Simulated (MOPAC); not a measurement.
MOPAC input (PM7):

```
PM7 PRECISE GNORM=0.05 LET XYZ CHARGE=-1 GEO-OK AUX(PRECISION=9) THREADS=1
C4H3O

O     0.00099809 1    0.01389308 1    1.14711140 1
C     0.00924645 1    1.12452499 1    0.24677396 1
C    -0.00831003 1   -1.06235820 1    0.31731738 1
C     0.00561935 1    0.80061591 1   -1.07178213 1
C    -0.00608590 1   -0.66131746 1   -0.98413576 1
H     0.01719716 1    2.05952955 1    0.79186404 1
H    -0.01570943 1   -2.02795876 1    0.80476096 1
H    -0.01229172 1   -1.35150690 1   -1.82255693 1
```

From the last part of the output:

```
                                                       MOPAC v23.2.5 Linux

          FINAL HEAT OF FORMATION =         26.77758 KCAL/MOL =     112.03739 KJ/MOL

          COSMO AREA              =         99.43 SQUARE ANGSTROMS
          COSMO VOLUME            =         85.61 CUBIC ANGSTROMS

          GRADIENT NORM           =          0.01798          =       0.00636 PER ATOM
          IONIZATION POTENTIAL    =          2.297308 EV
          HOMO LUMO ENERGIES (EV) =         -2.297  6.329
          NO. OF FILLED LEVELS    =         13
          MOLECULAR WEIGHT        =         67.0671         POINT GROUP:  Cs

          MOLECULAR DIMENSIONS (Angstroms)

            Atom       Atom       Distance
            H     8    H     6     4.28476
            H     7    C     4     3.15948
            H     6    C     3     0.00000

          SCF CALCULATIONS        =         23

   ATOM   CHEMICAL          X               Y               Z
  NUMBER   SYMBOL      (ANGSTROMS)     (ANGSTROMS)     (ANGSTROMS)

     1       O          0.00107939  *   0.02493236  *   1.13727722  *
     2       C          0.00953556  *   1.16028364  *   0.24825659  *
     3       C         -0.00834691  *  -1.06655306  *   0.31330385  *
     4       C          0.00527193  *   0.75339606  *  -1.02927132  *
     5       C         -0.00628565  *  -0.68402390  *  -1.00600425  *
     6       H          0.01717437  *   2.05657159  *   0.79319185  *
     7       H         -0.01537450  *  -1.98860290  *   0.82806532  *
     8       H         -0.01190963  *  -1.29945724  *  -1.87052970  *

                             CARTESIAN COORDINATES

   1    O        0.001079393     0.024932356     1.137277219
   2    C        0.009535560     1.160283635     0.248256592
   3    C       -0.008346912    -1.066553058     0.313303854
   4    C        0.005271927     0.753396059    -1.029271316
   5    C       -0.006285646    -0.684023901    -1.006004246
   6    H        0.017174366     2.056571589     0.793191852
   7    H       -0.015374498    -1.988602903     0.828065321
   8    H       -0.011909629    -1.299457243    -1.870529704

           Empirical Formula: C4 H3 O  =     8 atoms

      MOLECULAR POINT GROUP   :   Cs

                  EIGENVALUES
 -25.32732 -20.60123 -18.35625 -14.37529 -13.10953 -10.96871  -8.83098  -8.64814
  -7.40815  -6.83825  -4.20644  -3.13107  -2.29731   6.32896   8.29689   8.64920
   9.93431  10.67806  11.07809  11.60198  11.83112  12.37479  13.48770

              NET ATOMIC CHARGES AND DIPOLE CONTRIBUTIONS

  ATOM NO.   TYPE          CHARGE      No. of ELECS.   s-Pop       p-Pop
    1          O          -0.354993        6.3550     1.87864     4.47635
    2          C          -0.188797        4.1888     1.12198     3.06682
    3          C          -0.088106        4.0881     1.09987     2.98824
    4          C          -0.409151        4.4092     1.34877     3.06038
    5          C          -0.279720        4.2797     1.08927     3.19045
    6          H           0.102062        0.8979     0.89794
    7          H           0.109745        0.8903     0.89026
    8          H           0.108961        0.8910     0.89104
 DIPOLE           X         Y         Z       TOTAL
 POINT-CHG.    -0.014    -1.845     0.941     2.071
 HYBRID        -0.007    -1.111     2.064     2.344
 SUM           -0.021    -2.956     3.005     4.215

          ATOMIC ORBITAL ELECTRON POPULATIONS

     Atom    s        px        py        pz
    1  O   1.87864   1.76984   1.26755   1.43896
    2  C   1.12198   1.26636   0.85820   0.94227
    3  C   1.09987   1.11915   0.89565   0.97344
    4  C   1.34877   0.73324   1.03305   1.29409
    5  C   1.08927   1.11135   1.08667   0.99243
    6  H   0.89794
    7  H   0.89026
    8  H   0.89104

 **********************
 *                    *
 * JOB ENDED NORMALLY *
 *                    *
 **********************

 == MOPAC DONE ==
```

The dipole moment of an ion depends on the origin.
